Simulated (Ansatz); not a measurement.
`O[SiH]` and `O[Si]Cl` differ in one atom or group.

Ansatz, PBE0-D4/def2-TZVP geometries, multiplicity 1. Each molecule was computed in one conformer, which needn't be the lowest.

| property | `O[SiH]` |
| --- | --- |
| HOMO–LUMO gap (B3LYP/def2-TZVPP) / eV | 4.05 |
| size of the dipole moment (ωB97M-V/def2-TZVPP) / D | 1.31 |
| HOMO energy (B3LYP/def2-TZVPP) / eV | -6.31 |
| HOMO–LUMO gap (PBE0/def2-TZVPP) / eV | 4.42 |
| HOMO–LUMO gap (ωB97M-V/def2-TZVPP) / eV | 8.54 |
| HOMO energy (PBE/def2-TZVPP) / eV | -5.36 |

Problem. What does the change do to each property? (An estimate is asked.)

Solution. Computed: 
| property | `O[Si]Cl` | shift |
| --- | --- | --- |
| HOMO–LUMO gap (B3LYP/def2-TZVPP) / eV | 5.25 | 1.20 |
| size of the dipole moment (ωB97M-V/def2-TZVPP) / D | 0.89 | -0.42 |
| HOMO energy (B3LYP/def2-TZVPP) / eV | -7.44 | -1.13 |
| HOMO–LUMO gap (PBE0/def2-TZVPP) / eV | 5.61 | 1.19 |
| HOMO–LUMO gap (ωB97M-V/def2-TZVPP) / eV | 9.75 | 1.21 |
| HOMO energy (PBE/def2-TZVPP) / eV | -6.51 | -1.15 |

Dipoles are sizes alone; their direction can turn.

B3LYP here is the variant with VWN-RPA as its local correlation; programs differ in this.
